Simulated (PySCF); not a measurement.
First SCF of a structure search on singlet SiF2, at a hand-made linear geometry. PySCF input:

```python
from pyscf import gto, scf, dft
mol = gto.M(atom='''
Si     0.000000     0.000000     0.000000
F      0.000000     0.000000     1.800000
F      0.000000     0.000000    -1.800000''',
    basis={'Si': 'def2-TZVP', 'F': 'def2-TZVP'},
    charge=0, spin=0)
mf = dft.RKS(mol, xc='PBE')
mf.grids.atom_grid = (50, 194)
aux = {'Si': 'def2-universal-JKFIT', 'F': 'def2-universal-JKFIT'}
mf = mf.density_fit(auxbasis=aux)
mf.conv_tol = 1e-08
mf.diis_space = 10
mf.max_cycle = 60
mf.init_guess = 'minao'
mf.verbose = 4
mf.kernel()
```

Excerpt of the output (cycles and frontier levels):

```
init E= -488.907170588344
  HOMO = -0.259594021707684  LUMO = -0.113659010559066  gap/eV = 3.97109
cycle= 1 E= -488.794913249966  delta_E= 0.112  |g|= 0.973  |ddm|= 1.41
  HOMO = -0.14039461907271  LUMO = -0.0880295880245523  gap/eV = 1.42493
cycle= 2 E= -485.855751260632  delta_E= 2.94  |g|=  3.9  |ddm|= 2.28
  HOMO = -0.24492328643543  LUMO = -0.1277782643692  gap/eV = 3.18768
cycle= 3 E= -488.968240519254  delta_E= -3.11  |g|= 0.0746  |ddm|= 1.91
  HOMO = -0.255855416495663  LUMO = -0.145586169051514  gap/eV = 3.00058
cycle= 4 E= -488.969354649563  delta_E= -0.00111  |g|= 0.0704  |ddm|= 0.208
  HOMO = -0.252162565674666  LUMO = -0.14023054128499  gap/eV = 3.04583
cycle= 5 E= -488.970446814426  delta_E= -0.00109  |g|= 0.0155  |ddm|= 0.0608
  HOMO = -0.253033566536132  LUMO = -0.140629657401569  gap/eV = 3.05867
cycle= 6 E= -488.970487106257  delta_E= -4.03e-05  |g|= 0.00379  |ddm|= 0.00692
  HOMO = -0.253004162180311  LUMO = -0.140482436740865  gap/eV = 3.06187
cycle= 7 E= -488.970489717401  delta_E= -2.61e-06  |g|= 0.000507  |ddm|= 0.00208
  HOMO = -0.253011386193371  LUMO = -0.140475546411893  gap/eV = 3.06226
cycle= 8 E= -488.970489757084  delta_E= -3.97e-08  |g|= 2.8e-05  |ddm|= 0.00021
  HOMO = -0.253007486151795  LUMO = -0.14047123335158  gap/eV = 3.06227
cycle= 9 E= -488.97048975718  delta_E= -9.62e-11  |g|= 3.25e-06  |ddm|= 3.95e-05
  HOMO = -0.253008778889907  LUMO = -0.140472540805427  gap/eV = 3.06227
Extra cycle  E= -488.970489757183  delta_E= -2.5e-12  |g|= 2.4e-06  |ddm|= 1.23e-05
converged SCF energy = -488.970489757183
```

No lower solution of this spin was found from smeared starts or by a stability analysis within the restricted form, which does not test spin polarisation.

The search for the lowest solution, 3 starts and the stability check together, took about 24 core-seconds on a shared host.
